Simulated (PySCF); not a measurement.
## CFCl3: calculation against experiment

**Measured values to compare with.**

NIST CCCBDB Release 22 (SRD 101), experimental dipoles lists, for the gas: dipole moment (microwave Stark effect, vibrational ground state) 0.46 ± 0.02 D.

The runs below try to reproduce these values; the comparison stands at the end.

CFCl3.
SMILES with atom numbers: `[F:1][C:2]([Cl:3])([Cl:4])[Cl:5]`

Cartesian coordinates in Å at the PBE0-D3(BJ)/def2-SVP level; atoms count from 1:
```xyz
5
CCl3F angstrom
F     -0.9961    0.9751   -0.1244
C     -0.0520    0.0510   -0.0065
Cl     0.6091    0.1269    1.6296
Cl    -0.7738   -1.5341   -0.3034
Cl     1.2129    0.3811   -1.1954
```

The PySCF runs (gas phase, on this PBE0-D3(BJ)/def2-SVP geometry; no spin–orbit coupling):

```
                             level                                          job  basis functions
PBE0-D3(BJ)/def2-SVP, grid level 1  geometry optimisation from an MMFF94s start               82
```

## Comparison

**Dipole moment.** Measured: 0.46 D (NIST CCCBDB Release 22 (SRD 101), experimental dipoles).

```
               level  computed (D)  computed − measured (D)  % (from the printed values)
PBE0-D3(BJ)/def2-SVP          0.30                    -0.16                          -35
```

The computed dipoles belong to one fixed geometry; measured ones are averaged over vibrations unless marked μe. Magnitudes are compared, not signs.

No measured geometry was used, and the causes of the misses weren't examined.
